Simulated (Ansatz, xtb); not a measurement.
# C4H10S: which of two isomers lies lower

We compare X, `CC(C)(C)S`, a singlet, with Y, `CCSCC`, a singlet. Both are isolated molecules in the gas phase, relaxed with PBE0-D3(BJ)/def2-SVP; the shapes shown needn't be the lowest conformers.

X (Å):

```xyz
15

C    -1.5334   -1.9573    1.3025
C    -1.0050   -1.2084    0.0839
C    -0.3685    0.1157    0.4919
C    -2.1250   -0.9745   -0.9274
S     0.2341   -2.2525   -0.8057
H    -2.3068   -1.3581    1.8124
H    -0.7297   -2.1551    2.0285
H    -1.9748   -2.9216    1.0123
H     0.0309    0.6479   -0.3834
H    -1.1153    0.7623    0.9833
H     0.4582   -0.0412    1.2019
H    -2.5796   -1.9249   -1.2458
H    -1.7521   -0.4523   -1.8216
H    -2.9131   -0.3537   -0.4724
H     1.1130   -2.3470    0.2162
```

Y (Å):

```yaml
atoms:
  - { symbol: C, position_ang: [-0.7077, 0.3949, 0.9713] }
  - { symbol: C, position_ang: [-1.7123, 0.3928, -0.1651] }
  - { symbol: C, position_ang: [0.2207, 0.7245, -2.1948] }
  - { symbol: C, position_ang: [0.0424, -0.6671, -2.7714] }
  - { symbol: S, position_ang: [-1.2974, 1.4864, -1.5538] }
  - { symbol: H, position_ang: [0.2659, -0.0097, 0.6546] }
  - { symbol: H, position_ang: [-0.5414, 1.4161, 1.3453] }
  - { symbol: H, position_ang: [-1.0641, -0.2285, 1.8070] }
  - { symbol: H, position_ang: [-1.8924, -0.6277, -0.5404] }
  - { symbol: H, position_ang: [-2.6884, 0.7714, 0.1769] }
  - { symbol: H, position_ang: [0.5525, 1.4294, -2.9735] }
  - { symbol: H, position_ang: [0.9989, 0.7394, -1.4144] }
  - { symbol: H, position_ang: [0.9857, -1.0308, -3.2095] }
  - { symbol: H, position_ang: [-0.7293, -0.6703, -3.5554] }
  - { symbol: H, position_ang: [-0.2596, -1.3917, -1.9997] }
```

Problem. Which of the two would you expect CCSD(T)/def2-SVP + ΔMP2/def2-TZVPP electronic energies to favour?

Solution. Structure X; the calculation gives E(Y) − E(X) = +5.7 kcal/mol.

Level by level:

```tsv
level	geometry	E(Y) − E(X) (kcal/mol)	departure from the last row (kcal/mol)	job, with rough time for the two
GFN2-xTB	GFN2-xTB	+7.0	+1.3	optimisation, 0.11 s
HF/STO-3G	GFN2-xTB	−2.6	−8.2	single point, 0.38 s
r2SCAN-D4/def2-SVP	GFN2-xTB	+5.6	0.0	single point, 5.1 s
PBE0-D3(BJ)/def2-SVP	PBE0-D3(BJ)/def2-SVP	+4.8	−0.8	optimisation, 33 s
HF/def2-SVP	PBE0-D3(BJ)/def2-SVP	+5.0	−0.7	part of the CCSD(T) run
MP2/def2-SVP	PBE0-D3(BJ)/def2-SVP	+8.3	+2.7	part of the CCSD(T) run
CCSD(T)/def2-SVP	PBE0-D3(BJ)/def2-SVP	+8.0	+2.4	single point
CCSD(T)/def2-SVP + ΔMP2/def2-TZVPP	PBE0-D3(BJ)/def2-SVP	+5.7		single point, 61 s
```

As drawn, Y has 1 C–S, 1 C–H in place of 1 C–C, 1 S–H.

HF/STO-3G puts the two in the other order. The largest departure from CCSD(T)/def2-SVP + ΔMP2/def2-TZVPP is that of HF/STO-3G, 8.2 kcal/mol. The last row adds to CCSD(T) the change of the MP2 difference between the two basis sets, here −2.4 kcal/mol.

With thermal terms from frequencies at re-optimised GFN2-xTB minima (ideal gas, soft modes damped towards free rotors, one conformer each, 298.15 K, 1 atm): on the last row, ΔE + ΔZPE = +7.2, ΔH = +7.2, ΔG = +6.9 kcal/mol.

The correlated steps freeze 9 core orbitals. Run with Ansatz 0.2.0, xtb 6.7.1; the last row on 2 threads of Arm Neoverse V2 on a shared host.
